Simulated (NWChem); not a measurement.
**C2HClF2 (SMILES FC(F)=CCl) at PBE0/6-31G(d) (spherical functions)**

Aim: the energy change on altering one bond length of C2HClF2 at PBE0/6-31G* (spherical functions), from 2 runs. 

The results are computed with NWChem 7.3.0.

1 further run of the same task is left out (set aside as unsound or not needed). Runs told in other sessions of the task aren't counted.

## (1) The system as given

C2HClF2: 6 atoms, total charge 0, spin state singlet. As SMILES, `FC(F)=CCl`. Geometry: relaxed at PBE0-D4/def2-TZVP.

Bond lengths: F1–C2 1.312 Å, C2–F3 1.305 Å, C2–C4 1.321 Å, C4–Cl5 1.706 Å, C4–H6 1.079 Å. Angles: F1–C2–F3 111.1°, F1–C2–C4 123.1°, F3–C2–C4 125.8°, C2–C4–Cl5 122.3°, C2–C4–H6 120.1°, Cl5–C4–H6 117.5°.

## (2) Energy and forces at PBE0/6-31G(d) (spherical functions)

Input file m1.nw:

```
start m1
title "C2HClF2"
memory 2200 mb

geometry noautosym nocenter noautoz
  F      0.901010    -0.810380     1.342040
  C      0.267650    -0.562200     0.220370
  F      0.192510    -1.632620    -0.522730
  C     -0.218360     0.626770    -0.086550
  Cl    -1.039010     0.926430    -1.552100
  H     -0.103800     1.452000     0.598970
end

basis spherical bse
  * library 6-31G*
end

dft
  xc pbe0
  grid xfine
  convergence energy 1e-08
  maxiter 100
  mulliken
  print medium
end

task dft gradient
```

Launch:

```
$ nwchem m1.nw > m1.out
```

The program printed:

```text
[...]
          Wavefunction type:  closed shell.
          No. of atoms     :     6
          No. of electrons :    48
[...]
          Charge           :     0
          Spin multiplicity:     1
[...]
          AO basis - number of functions:    76
[...]
              XC Information
              --------------
                         PBE0 Method XC Functional
                     Hartree-Fock (Exact) Exchange  0.250
          PerdewBurkeErnzerhof Exchange Functional  0.750
            Perdew 1991 LDA Correlation Functional  1.000 local
           PerdewBurkeErnz. Correlation Functional  1.000 non-local
[...]
 d= 0,ls=0.0,diis     1   -736.0879240449 -9.50D+02  1.75D-02  1.02D+00     4.3
[...]
 d= 0,ls=0.0,diis    10   -736.2025510789 -6.77D-09  4.29D-07  1.82D-09    33.4
         Total DFT energy =     -736.202551078938
      One electron energy =    -1441.183825074412
           Coulomb energy =      551.413864358203
    Exchange-Corr. energy =      -60.007479715948
 Nuclear repulsion energy =      213.574889353218
[...]
      Total Density - Mulliken Population Analysis
     ---------------------------------------------
    Atom       Charge   Shell Charges
 -----------   ------   -------------------------------------------------------
    1 F    9     9.27   2.00  0.94  3.30  1.03  1.98  0.02
    2 C    6     5.29   2.00  0.68  1.91  0.21  0.37  0.13
    3 F    9     9.25   2.00  0.94  3.30  1.03  1.97  0.02
    4 C    6     6.47   2.00  0.66  2.07  0.61  1.09  0.04
    5 Cl  17    16.96   2.00  2.00  5.97  1.40  3.60  0.53  1.42  0.04
    6 H    1     0.76   0.51  0.25
[...]
  wavefunction    = closed shell
                         DFT ENERGY GRADIENTS
    atom               coordinates                        gradient
                 x          y          z           x          y          z
   1 F       1.702662  -1.531396   2.536088   -0.001859  -0.000426  -0.003934
   2 C       0.505785  -1.062404   0.416439   -0.002112   0.003753  -0.002115
   3 F       0.363791  -3.085204  -0.987816    0.000982   0.003794   0.004058
   4 C      -0.412641   1.184424  -0.163556    0.000206  -0.004128  -0.001881
   5 Cl     -1.963444   1.750699  -2.933044    0.002701  -0.001366   0.004612
   6 H      -0.196154   2.743882   1.131889    0.000082  -0.001627  -0.000738
[...]
```

Run time: 42 s. Hardware: 1 thread of Intel Xeon Platinum 8259CL at 2.50GHz (Skylake/Cascade Lake), shared host; peak memory 0.13 GiB.

## (3) The distorted shape: the energy at PBE0/6-31G(d) (spherical functions)

Input file run.py:

```python
from ase import Atoms
from ase.calculators.nwchem import NWChem

atoms = Atoms(['F', 'C', 'F', 'C', 'Cl', 'H'], positions=[
    [0.973904, -0.988707, 1.388073],
    [0.340544, -0.740527, 0.266403],
    [0.265404, -1.810947, -0.476697],
    [-0.218360, 0.626770, -0.086550],
    [-1.039010, 0.926430, -1.552100],
    [-0.103800, 1.452000, 0.598970],
])

calc = NWChem(
    label='c2hclf2',
    theory='dft',
    memory='2200 mb',
    basis='6-31G*',
    basispar='spherical bse',
    dft={'xc': 'pbe0', 'mult': '1', 'grid': 'xfine', 'convergence': 'energy 1e-08', 'iterations': '100', 'mulliken': None},
    task='energy',
)
atoms.calc = calc

print(f"energy = {atoms.get_potential_energy():.6f} eV")
print("dipole (e A):", atoms.get_dipole_moment().round(4))
```

Launch:

```
$ export ASE_NWCHEM_COMMAND="nwchem PREFIX.nwi > PREFIX.nwo"
$ python run.py
```

The program printed:

```text
energy = -20032.255041 eV
dipole (e A): [0.0798 0.0475 0.1851]
```

The calculator wrote c2hclf2.nwi:

```
title "c2hclf2"

permanent_dir c2hclf2

scratch_dir c2hclf2

start c2hclf2

geometry units angstrom nocenter noautosym noautoz
  F  9.7390399999999999e-01 -9.8870700000000000e-01 1.3880729999999999e+00
  C  3.4054400000000001e-01 -7.4052700000000005e-01 2.6640300000000000e-01
  F  2.6540399999999997e-01 -1.8109470000000001e+00 -4.7669699999999998e-01
  C  -2.1836000000000000e-01 6.2677000000000005e-01 -8.6550000000000002e-02
  Cl -1.0390100000000000e+00 9.2642999999999998e-01 -1.5521000000000000e+00
  H  -1.0380000000000000e-01 1.4520000000000000e+00 5.9897000000000000e-01
end

memory 2200 mb

basis spherical bse noprint
   * library 6-31G*
end

dft
  xc pbe0
  mult 1
  grid xfine
  convergence energy 1e-08
  iterations 100
  mulliken
end

task dft energy
```

c2hclf2.nwo:

```text
Northwest Computational Chemistry Package (NWChem) 7.3.0
             --------------------------------------------------------

           Job information
           ---------------

    nwchem branch   = 7.3.0
    use scalapack   = T
    input           = c2hclf2.nwi
    prefix          = c2hclf2.
    data base       = c2hclf2/c2hclf2.db
    status          = startup
    nproc           =        1

           Memory information
           ------------------

    heap     =     72089594 doubles =      550.0 Mbytes
    stack    =     72089599 doubles =      550.0 Mbytes
    global   =    144179200 doubles =     1100.0 Mbytes (distinct from heap & stack)
    total    =    288358393 doubles =     2200.0 Mbytes
    verify   = yes
    hardfail = no

           Directory information
           ---------------------

  0 permanent = c2hclf2
  0 scratch   = c2hclf2

[... 95 lines left out ...]
  convergence criterion.
[... 18 lines left out ...]
          Convergence on density requested:  1.00D-05
[... 25 lines left out ...]
          Convergence Information
[... 62 lines left out ...]
   convergence    iter        energy       DeltaE   RMS-Dens  Diis-err    time
[... 22 lines left out ...]
           Coulomb energy =      543.706034751219
[... 7 lines left out ...]
                       DFT Final Molecular Orbital Analysis
[... 558 lines left out ...]
 center of mass
 --------------
 x =  -0.22039630 y =  -0.39915794 z =  -0.65962683

 moments of inertia (a.u.)
 ------------------
         837.297182051088         243.971093456864        -274.743549427895
         243.971093456864         615.219005058277         247.546466232633
        -274.743549427895         247.546466232633         634.538646426180

     Multipole analysis of the density
     ---------------------------------

     L   x y z        total         alpha         beta         nuclear
     -   - - -        -----         -----         ----         -------
     0   0 0 0     -0.000000    -24.000000    -24.000000     48.000000

     1   1 0 0      0.150862      5.631314      5.631314    -11.111766
[... 8 lines of this table left out ...]
     2   0 0 2    -25.265657   -121.851436   -121.851436    218.437215

 Task  times  cpu:       39.8s     wall:       39.8s
 Total times  cpu:       39.8s     wall:       39.8s
```

Wall time 41 s (1 thread of Intel Xeon Platinum 8259CL at 2.50GHz (Skylake/Cascade Lake), shared host); peak memory 0.13 GiB.

## (4) Summary of results

At PBE0/6-31G* (spherical functions):

| quantity | value |
| --- | --- |
| first shape: total energy | -736.20255 Eh |
| first shape: dipole moment | 1.05 D |
| first shape: HOMO energy | -7.19 eV |
| first shape: LUMO energy | 0.60 eV |
| first shape: HOMO–LUMO gap | 7.80 eV |
| first shape: largest force on an atom | 0.290 eV/Å |
| distorted shape: total energy | -736.17180 Eh |
| distorted shape: dipole moment | 0.99 D |
| distorted shape: HOMO energy | -6.57 eV |
| distorted shape: LUMO energy | -0.47 eV |
| distorted shape: HOMO–LUMO gap | 6.10 eV |
| energy change with the C2–C4 bond stretched from 1.321 to 1.519 Å | 0.837 eV |

What this shows: With the C2–C4 bond stretched from 1.321 to 1.519 Å the energy rises by 0.84 eV (80.7 kJ/mol). The first shape isn't relaxed at this level, so the change isn't measured from a minimum. The largest force (first shape) is 0.29 eV/Å: the shape isn't a stationary point for this species at this level. Mulliken charges (first shape) run from -0.47 on C4 to +0.71 on C2. Mulliken charges (distorted shape) run from -0.45 on C4 to +0.65 on C2; they depend strongly on the basis.
